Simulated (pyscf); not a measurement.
This saddle point was located with ωB97X-D3(BJ)/def2-SVP in PySCF.

```xyz
8

F     -1.5889    -0.9743    -0.0984
Si    -0.0418     0.1798    -0.2100
F      1.3023     1.0427     0.2043
H     -0.8992     1.2334    -0.7820
H      0.6019    -0.8881    -1.0040
O     -0.4193    -0.2006     1.5300
H     -1.1979    -0.8813     1.0658
H      0.2799    -0.4628     2.1426
```

Surface: singlet, charge 0. Lowest wavenumbers (cm⁻¹): 732i, 186, 288, 418, 540.

Q: Which two sides does it connect, and which bonds change?

A: `[F][SiH2][F]` + `[OH2]` ⇌ `[FH]` + `[OH][SiH2][F]`, a four-centre exchange read from left to right: F–Si, H–O broken and F–H, O–Si formed. At CCSD(T)/def2-TZVPP + ΔMP2(QZVPP) it lies +23.9 kcal/mol from the left side and +14.7 kcal/mol from the right (each side as separated species at their lowest minima found). On the reactant side the descent ends in a complex (not fully relaxed), 4.2 kcal/mol under the separated species and 24.7 kcal/mol under the saddle at ωB97X-D3(BJ)/def2-TZVP. On the product side the descent ends in a complex, 6.3 kcal/mol under the separated species and 17.7 kcal/mol under the saddle at ωB97X-D3(BJ)/def2-TZVP. At ωB97X-D3(BJ) the barrier from the zero used here is 20.4 kcal/mol. This is the saddle that the search found; another between the same sides may lie lower. The CCSD(T) − MP2 part came from Ansatz, without density fitting, on the same reference.
